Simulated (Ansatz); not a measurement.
Cartesian coordinates (Å):
SMILES: C(=O)(C)O
```xyz
8

C     -0.9615    -0.0430    -0.0724
C      0.4939     0.3148     0.0155
O      0.9544     1.4247    -0.0288
O      1.2696    -0.7882     0.1572
H     -1.2650    -0.5806     0.8268
H     -1.1279    -0.7078    -0.9211
H     -1.5521     0.8612    -0.1845
H      2.1885    -0.4811     0.2073
```
Charge 0, spin multiplicity 1.

Computed with Ansatz (an electronic-structure program) with frozen-core CCSD(T)/cc-pVTZ // B3LYP-D3(BJ)/def2-TZVP.

- HF energy = -227.90250 Ha
- MP2 correlation energy = -0.80114 Ha

Question: Estimate the CCSD correlation energy, the (T) correction, the total energy and the T1 diagnostic.

Answer: 
```yaml
CCSD correlation energy: -0.81643 Ha
"(T) correction": -0.03348 Ha
CCSD(T) total energy: -228.75241 Ha
T1 diagnostic: 0.014
```
